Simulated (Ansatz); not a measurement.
Coupled-cluster diagnostics for B(CO)H3 (CH₃BO), Ansatz.

Geometry of the singlet (PBE-D4/def2-TZVP):

```xyz
6

B    -0.154    0.509    0.019
C     0.287   -0.928   -0.046
O     0.617   -2.022   -0.084
H    -1.355    0.459    0.212
H     0.142    0.996   -1.055
H     0.463    0.985    0.953
```

Correlated methods freeze 3 core orbitals.

Q: Estimate the CCSD(T) correlation energy, the shares of MP2 and (T), T1 and the reference's ⟨S²⟩ for: charge 0, singlet, own geometry in def2-TZVPP; charge 1, doublet, vertical in def2-TZVPP; and the rough time on 2 threads of AMD EPYC 7R43 on a shared host.

A: 
```csv
state,basis,correlation (eV),MP2 share (%),(T) share (%),T1,⟨S²⟩ (pure),wall time
"charge 0, singlet, own geometry",def2-TZVPP,-14.732,92.6,4.4,0.018,0.00 (0.00),7.5 s
"charge 1, doublet, vertical",def2-TZVPP,-13.960,91.9,4.6,0.035,0.79 (0.75),40 s
```
Customary marks for T1 are 0.02 (closed shells), 0.045 (open shells) and about 0.05 (3d metals). T1 exceeds 0.02 in 1 of 2 rows and 0.045 in 0; the higher it lies, the less the single-reference result can be trusted.
